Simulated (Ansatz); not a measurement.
```yaml
crystal:
  periodic: [false, false, false]
  atoms:
    - {symbol: C, position_ang: [-1.868983, -0.406016, -0.003233]}
    - {symbol: S, position_ang: [-0.624067, 0.579419, 0.003627]}
    - {symbol: P, position_ang: [1.308404, -0.468125, -0.002689]}
    - {symbol: H, position_ang: [1.917077, 0.790767, 0.005780]}
basis:
  gaussian: {orbitals: def2-TZVP}
magnetization: {spin_polarized: true, initial_magnetization: 2}
hamiltonian: {xc: pbe0}
relax: {f_tol: 0.004, max_steps: 80}
```

```sh
$ ansatz run in.yaml --threads 1 --pin off --events-out ev --progress --plain --max-ram 2176MiB
```

Steps of the relaxation (energy above the last step; positions in Å, forces in eV/Å):

```
4
step 1, 35.8 meV
C    -1.869   -0.406   -0.003   -0.677   -0.664   -0.005
S    -0.624    0.579    0.004    0.577    0.725    0.005
P     1.308   -0.468   -0.003   -0.252   -0.548   -0.004
H     1.917    0.791    0.006    0.352    0.487    0.003
```

```
4
step 2, 10.3 meV
C    -1.861   -0.446   -0.003   -0.384   -0.383   -0.003
S    -0.662    0.615    0.004    0.485    0.402    0.003
P     1.270   -0.449   -0.003   -0.122   -0.182   -0.001
H     1.986    0.776    0.006    0.021    0.164    0.001
```

```
4
step 3, 6.0 meV
C    -1.835   -0.456   -0.004   -0.153   -0.047    0.000
S    -0.649    0.641    0.004    0.237   -0.118   -0.001
P     1.256   -0.467   -0.003   -0.109    0.277    0.002
H     1.960    0.779    0.006    0.024   -0.112   -0.001
```

```
4
step 7, 0.0 meV
C    -1.844   -0.459   -0.004    0.000   -0.001    0.000
S    -0.638    0.632    0.004    0.000    0.001    0.000
P     1.243   -0.451   -0.003    0.001    0.001    0.000
H     1.971    0.775    0.006    0.000   -0.001    0.000
```

Close pairs at the end: P3–H4 1.427 Å, C1–S2 1.626 Å, S2–P3 2.170 Å.

A stationary point of unrestricted PBE0 after 7 steps, with ⟨S²⟩ = 2.028 against 2.00 for a pure state; no frequencies were run, so it isn't proven a minimum. 36 s on 1 thread of Arm Neoverse V2, shared host.
